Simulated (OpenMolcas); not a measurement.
Which level was it?

The species is BN (2 atoms), meant as a triplet with charge 0. As SMILES, `B#N`. The coordinates come from a GFN2-xTB relaxation.

| atom | x (Å) | y (Å) | z (Å) |
| --- | --- | --- | --- |
| B | 0.0000 | 0.0000 | 0.0000 |
| N | 0.0000 | 0.0000 | 1.2684 |

A calculation with OpenMolcas 26.06 gave:

- total energy: -78.6992 Eh
- dipole moment: 1.74 D
- HOMO energy: -7.66 eV
- LUMO energy: -7.50 eV
- ⟨S²⟩: 2.003
- largest force: 3.659 eV/Å

Question: Which of these levels gave the numbers?
A. HF/3-21G
B. PBE/def2-SVP
C. SVWN5/cc-pVTZ
D. PBE0/def2-SVP

Answer: C. The others give -79.2406 Eh (PBE/def2-SVP), -78.5401 Eh (HF/3-21G), -79.2447 Eh (PBE0/def2-SVP).
